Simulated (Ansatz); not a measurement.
**BH3 (singlet): wave-function methods side by side at distance B1–H2 = 1.335 Å, cc-pVDZ**

Aim: climb from Hartree-Fock through coupled cluster and multireference methods for BH3 (singlet) at one geometry and basis, and see what each rung misses.

Method: cc-pVDZ, core rule «outside noble gas», up to 1 orbitals frozen; program: Ansatz 0.2.0, Gaussian basis.

Plan: UHF; CCSD(T) on RHF; BCCD(T) on RHF; CISD; CCSDT(Q) on RHF; CCSDTQ on RHF; CASSCF and MRCISD+Q, 2 electrons in 2 orbitals; CASSCF and NEVPT2, 2 electrons in 2 orbitals; CASSCF and MRCISD+Q, 6 electrons in 7 orbitals; CASSCF and NEVPT2, 6 electrons in 7 orbitals; Full CI.

18 further runs of the same task are left out: 4 for a known fault of the program, 10 that didn't finish, 4 set aside as unsound or not needed.

## 1. What is computed

The geometry derives from a PBE0/def2-TZVP stationary point (not a proven minimum). One bond is set to the value named and the two fragments are kept rigid.

4 atoms, charge 0, spin multiplicity 1.

Atoms are counted from 1 here; the program's logs count them from 0.

Bond lengths: B1–H2 1.335 Å, B1–H3 1.193 Å, B1–H4 1.193 Å. Angles: H2–B1–H3 120.0°, H2–B1–H4 120.0°, H3–B1–H4 120.0°.

As a file:

```
atom    x (Å)    y (Å)    z (Å)
  B1  -0.0103  -0.0001   0.0000
  H2   1.3246   0.0162  -0.0003
  H3  -0.6196   1.0261  -0.0028
  H4  -0.5944  -1.0409   0.0031
```

## 2. UHF

File in.yaml:

```yaml
crystal:
  periodic: [false, false, false]
  atoms:
    - {symbol: B, position_ang: [-0.010311, -0.000126, 0.000002]}
    - {symbol: H, position_ang: [1.324590, 0.016158, -0.000286]}
    - {symbol: H, position_ang: [-0.619606, 1.026086, -0.002835]}
    - {symbol: H, position_ang: [-0.594391, -1.040895, 0.003097]}
basis:
  gaussian: {orbitals: cc-pVDZ}
magnetization: {spin_polarized: true, initial_magnetization: 0}
hamiltonian: {xc: hf}
output: {orbitals: {seedname: orbitals}}
```

On the command line:

```
$ ansatz run in.yaml --threads 1 --pin off --events-out ev --progress --plain --max-ram 2393MiB
```

After this run come: CCSD(T) on RHF; BCCD(T) on RHF; CISD; CCSDT(Q) on RHF; CCSDTQ on RHF; CASSCF and MRCISD+Q, 2 electrons in 2 orbitals; CASSCF and NEVPT2, 2 electrons in 2 orbitals; CASSCF and MRCISD+Q, 6 electrons in 7 orbitals; CASSCF and NEVPT2, 6 electrons in 7 orbitals; Full CI.

Before running them: what should the planned runs give, taken together? Wanted: FCI below the RHF energy; RMP2 from FCI; RCCSD from FCI; RCCSD(T) from FCI; RCCSDT(Q) from FCI; NEVPT2 pair from FCI; MRCISD+Q pair from FCI; NEVPT2 valence from FCI; T1 diagnostic.

The runs gave:

| quantity | value |
| --- | --- |
| FCI below the RHF energy | -3.2507 eV |
| RMP2 from FCI | +725.4 meV |
| RCCSD from FCI | +56.1 meV |
| RCCSD(T) from FCI | +11.8 meV |
| RCCSDT(Q) from FCI | +0.2 meV |
| NEVPT2 pair from FCI | +698.5 meV |
| MRCISD+Q pair from FCI | -17.6 meV |
| NEVPT2 valence from FCI | +554.7 meV |
| levels within 1 kcal/mol (43 meV) | RCCSD(T), BCCD(T), RCCSDT, RCCSDT(Q), RCCSDTQ, MRCISD+Q pair, MRCISD+Q valence |
| T1 diagnostic | 0.006 |
| effectively unpaired electrons | 0.03 |

What this shows: RCCSD(T) misses by +11.8 meV, 0.4 % of the correlation energy. MRCISD+Q pair falls below full CI: the +Q correction isn't variational, and the cores differ from full CI's. One determinant dominates. Of the multireference levels listed MRCISD+Q valence comes nearest in total energy (-0.1 meV), which doesn't show that its space is the better one. These misses are within one basis, not against nature.
